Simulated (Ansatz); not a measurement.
# SiSF (quartet): from Hartree-Fock to the top rungs, cc-pVDZ

An exercise on one series of results from a longer session: the logs are not shown, and one member is left open.

Method: cc-pVDZ, core rule «outside noble gas», up to 11 orbitals frozen; program: Ansatz 0.2.0, Gaussian basis.

The runs, in order: UHF; CCSD(T) on ROHF; CCSD(T) on UHF; BCCD(T) on ROHF; CISD; CCSDT(Q) on ROHF; CCSDT(Q) on UHF.

32 further runs of the same task are left out: 13 for a known fault of the program, 7 that didn't finish, 12 set aside as unsound or not needed.

## The system

The geometry is a PBE0/def2-TZVP stationary point (not a proven minimum) of the parent state, kept for this charge and spin.

3 atoms, charge 0, spin multiplicity 4.

Atoms are counted from 1 here; the program's logs count them from 0.

Bond lengths: F1–Si3 1.592 Å, S2–Si3 1.947 Å. Angles: F1–Si3–S2 126.3°.

The first run:

in.yaml reads:

```yaml
crystal:
  periodic: [false, false, false]
  atoms:
    - {symbol: F, position_ang: [0.000000, 0.422766, 1.742822]}
    - {symbol: S, position_ang: [0.000000, 0.166918, -1.408718]}
    - {symbol: Si, position_ang: [0.000000, -0.476548, 0.429393]}
basis:
  gaussian: {orbitals: cc-pVDZ}
magnetization: {spin_polarized: true, initial_magnetization: 3}
hamiltonian: {xc: hf}
output: {orbitals: {seedname: orbitals}}
```

Run with:

```sh
$ ansatz run in.yaml --threads 1 --pin off --events-out ev --progress --plain --max-ram 2393MiB
```

Among the steps run: UHF; CCSD(T) on ROHF; CCSD(T) on UHF; BCCD(T) on ROHF; CISD; CCSDT(Q) on ROHF; CCSDT(Q) on UHF.

One of the session's tables, all rows but one given; the rest of the session is left out.

It belongs to the step «Misses and costs». 

| method | from UCCSDT(Q) (meV) |
| --- | --- |
| ROHF | +10412.4 |
| UHF | +10255.7 |
| RMP2 | +929.0 |
| UMP2 | ? |
| CISD | +1201.9 |
| RCCSD | +272.2 |
| UCCSD | +268.8 |
| RCCSD(T) | +53.1 |
| UCCSD(T) | +52.8 |
| BCCD(T) | +49.0 |
| RCCSDT | +23.6 |
| UCCSDT | +23.0 |
| RCCSDT(Q) | +3.0 |
| UCCSDT(Q) | 0 |

Q: Estimate the row for UMP2 from the others.

As computed: from UCCSDT(Q) (meV): +941.6. In the column «from UCCSDT(Q) (meV)» it lies between RMP2 (+929.0) and CISD (+1201.9).

Limits of these values: Restricted and unrestricted rows rest on different reference determinants; where their highest levels disagree by more than a few hundredths of an eV, they describe different states and don't form one ladder.
